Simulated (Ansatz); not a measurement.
## AlNH2F (SMILES [NH2][Al][F]): methods side by side

AlNH2F: 5 atoms, total charge 0, spin state doublet. SMILES: `[NH2][Al][F]`. Geometry: relaxed at PBE0-D4/def2-TZVP. This is one conformer, not always the lowest.

```xyz
5

N    -0.3847    0.4990   -0.2638
Al    0.6320   -0.2828    0.9495
F     1.2287   -1.7868    0.5900
H    -0.8043    1.4083   -0.1627
H    -0.6217    0.0886   -1.1544
```

Quantity: the energy change with the N1–H5 bond stretched from 1.009 to 1.261 Å, in eV. The values are calculated.

```json
{"level": "UHF/STO-3G", "kind": "Hartree–Fock", "program": "Ansatz", "value (eV)": "1.13", "less FCI/STO-3G": "+0.42"}
{"level": "USVWN5/STO-3G", "kind": "LDA", "program": "Ansatz", "value (eV)": "0.72", "less FCI/STO-3G": "+0.01"}
{"level": "U-revPBE/STO-3G", "kind": "GGA", "program": "Ansatz", "value (eV)": "0.63", "less FCI/STO-3G": "-0.08"}
{"level": "U-r2SCAN/STO-3G", "kind": "meta-GGA", "program": "Ansatz", "value (eV)": "0.77", "less FCI/STO-3G": "+0.06"}
{"level": "UPBE0/STO-3G", "kind": "global hybrid", "program": "Ansatz", "value (eV)": "0.83", "less FCI/STO-3G": "+0.12"}
{"level": "UCAM-B3LYP/STO-3G", "kind": "range-separated hybrid", "program": "Ansatz", "value (eV)": "0.82", "less FCI/STO-3G": "+0.11"}
{"level": "UHSE06/STO-3G", "kind": "range-separated hybrid", "program": "Ansatz", "value (eV)": "0.82", "less FCI/STO-3G": "+0.11"}
{"level": "UCCSD(T)/STO-3G", "kind": "coupled cluster or CI", "program": "Ansatz", "value (eV)": "0.72", "less FCI/STO-3G": "+0.01"}
{"level": "FCI/STO-3G", "kind": "exact in the basis", "program": "Ansatz", "value (eV)": "0.71", "less FCI/STO-3G": "0.00"}
```

FCI/STO-3G is exact within its basis and frozen core, so for wave-function methods in that basis the difference is their error; functionals converge differently with the basis, so for them it is only a difference. The first shape isn't each level's own minimum. The values span 0.63 to 1.13 eV. All rows use very small basis sets, so even the best lies far from the true value.
